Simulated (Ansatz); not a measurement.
Worked example: GeH₂, triplet against GeH2⁺, doublet

Geometry (PBE0/def2-TZVP stationary point of a doublet), kept for both states (GeH2⁺, doublet: A1; GeH2, triplet: B1):

```
atom   x (Å)    y (Å)    z (Å)
  Ge  0.0000  -0.0207   0.0000
   H  0.0000   0.7445  -1.3499
   H  0.0000   0.7445   1.3499
```

Basis aug-cc-pVDZ; Ansatz 0.2.0. Correlated methods freeze the noble-gas cores and the filled d shells of p-block atoms. Prefix R: restricted or restricted open-shell reference; prefix U: unrestricted. No spin–orbit coupling is included, and no scalar relativity.

Full CI isn't at hand for all of this; UCCSDT(Q) serves as the reference, and is uncertain by about the last step of the cluster series.

| level | E(GeH2⁺, doublet) (hartree) | E(GeH2, triplet) (hartree) |
| --- | --- | --- |
| UHF | -2076.153898 | -2076.429770 |
| UMP2 | -2076.215003 | -2076.502682 |
| UCCSD(T) | -2076.236995 | -2076.526590 |
| PBE | -2077.460358 | -2077.753424 |
| r2SCAN | -2077.764832 | -2078.064615 |
| UCCSDT(Q) | -2076.237546 | -2076.527290 |

Task: Give the vertical gap, GeH2 triplet less GeH2⁺ doublet, at each level in eV (1 hartree = 27.2114 eV), and each error against UCCSDT(Q).

Result: UCCSDT(Q): (-2076.527290 − (-2076.237546)) × 27.2114 = -7.884 eV (the reference)
r2SCAN: (-2078.064615 − (-2077.764832)) × 27.2114 = -8.158 eV, error -0.274 eV
PBE: (-2077.753424 − (-2077.460358)) × 27.2114 = -7.975 eV, error -0.091 eV
UCCSD(T): (-2076.526590 − (-2076.236995)) × 27.2114 = -7.880 eV, error 0.004 eV
UMP2: (-2076.502682 − (-2076.215003)) × 27.2114 = -7.828 eV, error 0.056 eV
UHF: (-2076.429770 − (-2076.153898)) × 27.2114 = -7.507 eV, error 0.377 eV

Total energies of functionals can't be set beside those of wave-function methods, since they hold the core's correlation and their own absolute errors; only the differences compare.

In so small a basis the reference is far from its limit while semilocal and hybrid functionals are nearer theirs, so the functionals' errors here hold much of the reference's basis and frozen-core error, which can add to them or hide them.

Each level lands on the state that its own search finds. T1 diagnostics of restricted CCSD: 0.021 and 0.020.
